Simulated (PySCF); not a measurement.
Species: C₅H₁₁N.
Bonds: C1–C2 (double), C2–N3, N3–C4, N3–C5, C5–C6. Hydrogens: H7, H8 on C1; H9 on C2; H10, H11, H12 on C4; H13, H14 on C5; H15, H16, H17 on C6.

The calculation used PySCF, PBE0-D3(BJ)/def2-SVP geometry optimisation, gas phase.

(1) What internal coordinates does the optimisation give?

Results:

(1) 
```tsv
bond	length (Å)	order
C1=C2	1.346	double
C2–N3	1.373	single
N3–C4	1.435	single
N3–C5	1.445	single
C5–C6	1.524	single
C1–H7	1.090	single
C1–H8	1.091	single
C2–H9	1.097	single
C4–H10	1.109	single
C4–H11, C4–H12	1.101	single
C5–H13, C5–H14	1.103	single
C6–H15, C6–H16, C6–H17	1.101	single
```

Bonds in one row agree within 0.01 Å and their mean is given. Orders are formal, as drawn. A selection of angles:
```tsv
angle	degrees
C2–C1–H7	119.5
C2–C1–H8	123.0
H7–C1–H8	117.6
C1–C2–N3	127.8
C1–C2–H9	119.2
N3–C2–H9	113.0
C2–N3–C4	118.8
C2–N3–C5	118.8
C4–N3–C5	118.0
N3–C4–H10	113.4
N3–C4–H11	110.0
H10–C4–H11	107.4
N3–C5–C6	114.7
N3–C5–H13	107.7
C6–C5–H13	109.7
H13–C5–H14	106.1
C5–C6–H15	110.8
H15–C6–H16	107.8
```

Torsions: C1–C2–N3–C4 -2° (synperiplanar); C2–N3–C5–C6 84° (synclinal). The mirror-image conformer, all signs reversed, is as good.

Of the pairs four or more bonds apart, C4···H8 is among the closest relative to their van der Waals radii: 2.67 Å, 92 % of the sum of Bondi's values. The 2 C–C bonds span 1.346 Å (C1=C2, drawn double) to 1.524 Å (C5–C6, drawn single), a spread of 0.178 Å. The 3 C–N bonds span 1.373 Å (C2–N3, drawn single) to 1.445 Å (N3–C5, drawn single), a spread of 0.072 Å. N3 (enamine nitrogen) has angles 118.8°, 118.8° and 118.0°, sum 355.7°, 0.17 Å off the plane of its three neighbours.

Point group: C1 (no symmetry element, even within 0.4 Å). No frequency check. One conformer, not necessarily the lowest.
